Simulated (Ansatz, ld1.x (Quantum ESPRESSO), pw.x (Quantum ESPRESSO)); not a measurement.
zinc: does the PAW potential hold in the solid?

Zn (Z = 30), PAW, made with ld1.x (Quantum ESPRESSO) 7.5 (LDA (PW92), scalar-relativistic). Core [Ne], reference 3s2 3p6 3d10 4s2 4p0. Waves: 3s (bound): rcut 0.90, rcutus 1.00 bohr; 4s (bound): rcut 0.90, rcutus 1.00 bohr; 3p (bound): rcut 1.05, rcutus 1.40 bohr; 4p (bound, empty): rcut 1.05, rcutus 1.40 bohr; 3d (bound): rcut 1.45, rcutus 1.70 bohr; 3d channel at 3.3 Ry: rcut 1.45, rcutus 1.70 bohr. Local part: all-electron potential smoothed inside 1.55 bohr (lloc = -1). Core correction: Bessel-smoothed model core inside 0.55 bohr. Augmentation charge: PSQ, inside the norm-conserving radii.

Atomic tests: cutoffs needed: 70 Ry and 110 Ry (the cutoffs (Ry, on a coarse ladder) from which the occupation-weighted sum of valence levels, in a spherical-Bessel basis at the reference potential, stays within 10 and 1 mRy of its value at 400 Ry); ghost test: no extra level below or beside the all-electron valence levels (s, p, d, f tested) (spherical-Bessel basis up to 400 Ry, 20 bohr box); configuration tests: test run stopped at test 1 of 9 (negative rho).

Crystal test: fcc Zn in pw.x 7.5, no spin, 15³ k-points, Fermi–Dirac smearing 0.01 Ry, cutoffs 135/900 Ry. The reference is all-electron LAPW (Ansatz 0.2.0) with the same functional, mesh and smearing; V0 and B0 come from Birch–Murnaghan fits to the pressures at five volumes. Errors are pseudo minus all-electron; Δ is the rms difference of the E(V) curves that follow from these fits, minima aligned, over ±6 % about the mean V0. Mesh and smearing are coarse, so the numbers serve the comparison and aren't converged zero-temperature values; the lattice is a test structure that the element need not adopt.

```tsv
V (Å³/atom)	P all-electron (GPa)	P pseudo (GPa)
12.857	5.75	6.62
13.196	2.62	3.39
13.534	-0.06	0.74
13.872	-2.36	-1.58
14.211	-4.32	-3.70
```

All-electron: a0 = 3.782 Å (V0 = 13.53 Å³/atom), B0 = 99.4 GPa.

Pseudopotential: mean pressure error (GPa): +0.77; a0 (Å): 3.792; a0 error (%): +0.27; B0 error (%): -1.6; Δ (meV/atom): 2.3. Atomic configuration tests: test run stopped at test 1 of 9 (negative rho).

**Question.** At the middle volume, how do free energy and pressure move when the wave cutoff is lowered (ecutrho held at 900 Ry)?

**Answer.**

```tsv
cutoff (Ry)	shift of F (meV/atom)	shift of P (GPa)
61	+245.1	-15.44
81	+52.6	-0.76
108	+5.3	-0.39
```

Input at the middle volume:

```
&control
  calculation='scf', prefix='x', pseudo_dir='./', outdir='./tmp', tstress=.true., disk_io='none'
/
&system
  ibrav=0, nat=1, ntyp=1, ecutwfc=135, ecutrho=900, nbnd=18,
  occupations='smearing', smearing='fd', degauss=0.01
/
&electrons
  conv_thr=1e-09, mixing_beta=0.4, electron_maxstep=70
/
ATOMIC_SPECIES
Zn 1.0 Zn.UPF
CELL_PARAMETERS angstrom
  0.00000000 1.89146681 1.89146681
  1.89146681 0.00000000 1.89146681
  1.89146681 1.89146681 0.00000000
ATOMIC_POSITIONS crystal
Zn 0.0000 0.0000 0.0000
K_POINTS automatic
15 15 15 0 0 0
```

```bash
pw.x < Zn.scf.in > Zn.scf.out
```

Lines of the output:

```
Message from routine setup:
     using ibrav=0 with symmetry is DISCOURAGED, use correct ibrav instead
     lattice parameter (alat)  =       5.0549  a.u.
     unit-cell volume          =      91.3320 (a.u.)^3
     number of electrons       =        20.00
     number of Kohn-Sham states=           18
     kinetic-energy cutoff     =     135.0000  Ry
     charge density cutoff     =     900.0000  Ry
     scf convergence threshold =      1.0E-09
     Exchange-correlation= SLA  PW   NOGX NOGC
     number of k points=   120  Fermi-Dirac smearing, width (Ry)=  0.0100
     iteration #  1     ecut=   135.00 Ry     beta= 0.40
     total energy              =    -544.53007764 Ry
     estimated scf accuracy    <       0.11463884 Ry
     iteration #  2     ecut=   135.00 Ry     beta= 0.40
     total energy              =    -544.53967978 Ry
     estimated scf accuracy    <       0.01203219 Ry
     iteration #  3     ecut=   135.00 Ry     beta= 0.40
     total energy              =    -544.54133848 Ry
     estimated scf accuracy    <       0.00900844 Ry
     iteration #  4     ecut=   135.00 Ry     beta= 0.40
     total energy              =    -544.54149805 Ry
     estimated scf accuracy    <       0.00004510 Ry
     iteration #  5     ecut=   135.00 Ry     beta= 0.40
     total energy              =    -544.54152635 Ry
     estimated scf accuracy    <       0.00001599 Ry
     iteration #  6     ecut=   135.00 Ry     beta= 0.40
     total energy              =    -544.54152707 Ry
     estimated scf accuracy    <       0.00000189 Ry
     iteration #  7     ecut=   135.00 Ry     beta= 0.40
     total energy              =    -544.54152734 Ry
     estimated scf accuracy    <       0.00000044 Ry
     iteration #  8     ecut=   135.00 Ry     beta= 0.40
     total energy              =    -544.54152739 Ry
     estimated scf accuracy    <       0.00000048 Ry
     [... 9 iterations left out ...]
     iteration # 18     ecut=   135.00 Ry     beta= 0.40
     total energy              =    -544.54152748 Ry
     estimated scf accuracy    <       0.00000007 Ry
     iteration # 19     ecut=   135.00 Ry     beta= 0.40
     total energy              =    -544.54152748 Ry
     estimated scf accuracy    <       0.00000006 Ry
     iteration # 20     ecut=   135.00 Ry     beta= 0.40
     total energy              =    -544.54152748 Ry
     estimated scf accuracy    <       0.00000007 Ry
     iteration # 21     ecut=   135.00 Ry     beta= 0.40
     total energy              =    -544.54152748 Ry
     estimated scf accuracy    <       0.00000003 Ry
     iteration # 22     ecut=   135.00 Ry     beta= 0.40
     total energy              =    -544.54152747 Ry
     estimated scf accuracy    <       0.00000004 Ry
     iteration # 23     ecut=   135.00 Ry     beta= 0.40
     total energy              =    -544.54152748 Ry
     estimated scf accuracy    <       0.00000013 Ry
     iteration # 24     ecut=   135.00 Ry     beta= 0.40
     total energy              =    -544.54152748 Ry
     estimated scf accuracy    <       0.00000002 Ry
     iteration # 25     ecut=   135.00 Ry     beta= 0.40
     the Fermi energy is    15.5191 ev
!    total energy              =    -544.54152748 Ry
     estimated scf accuracy    <          5.4E-12 Ry
     smearing contrib. (-TS)   =      -0.00125641 Ry
     The total energy is F=E-TS. E is the sum of the following terms:
     one-electron contribution =    -323.04862242 Ry
     hartree contribution      =     168.23001449 Ry
     xc contribution           =     -47.23083729 Ry
     ewald contribution        =    -256.54211979 Ry
     one-center paw contrib.   =     -85.94870607 Ry
     convergence has been achieved in  25 iterations
          total   stress  (Ry/bohr**3)                   (kbar)     P=        7.40
     Message from routine punch:
     Nothing written, as per user request (disk_io='none')
```

The run at the middle volume (120 k-points, 25 iterations) took about 2.6 min on one core of a shared host (Neoverse-V2, 192 threads, 742 GiB, load 54).
